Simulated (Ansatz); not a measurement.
SiO2. The state is a singlet with charge 0. Geometry relaxed at PBE0-D4/def2-TZVP.

Cartesian coordinates in Å:
```
Si 0.000 0.000 0.000
O 0.139 -0.240 -1.480
O -0.139 0.240 1.480
```

The structure comes from a short search, and lower isomers may exist.

**Question.** Estimate the harmonic wavenumbers at RKS PBE0-D4/def2-TZVP (Ansatz, unscaled). Is this a minimum?

**Answer.** 298, 298, 1016, 1470 cm⁻¹. Yes, no mode is imaginary beyond noise. Zero-point energy 18.4 kJ/mol. Run time 3.9 s (4 threads of AMD EPYC 7B13 on a shared host).
